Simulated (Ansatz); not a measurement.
A calculation on rock-salt MgS returned lattice constant a 5.239 Å, bulk modulus 74.1 GPa.

For reference: lattice constant a 5.188 Å (measured, corrected for zero-point motion; as tabulated in Goldzak et al. (2022), arXiv:2208.04865); bulk modulus 81 GPa (measured, corrected for zero-point motion; as tabulated in Goldzak et al. (2022), arXiv:2208.04865).

Problem. Which level of theory produced these numbers?
(A) rVV10 (Ansatz, a first-principles code)
(B) LDA (Ansatz)
(C) RPBE (Ansatz)
(D) Hartree–Fock (Ansatz)

Solution. A, rVV10 (Ansatz)

The others give: RPBE 5.280 Å, 69.4 GPa; LDA 5.129 Å, 83.2 GPa; Hartree–Fock 5.285 Å, 77.0 GPa.

Unless a cell is named, each level is at its own relaxed cell (Hartree–Fock 18.45, LDA 16.87, RPBE 18.40, rVV10 17.98 Å³/atom).

Ansatz's density-functional and Hartree–Fock values are scalar-relativistic unless marked +SOC, with PAW data made under PBE.
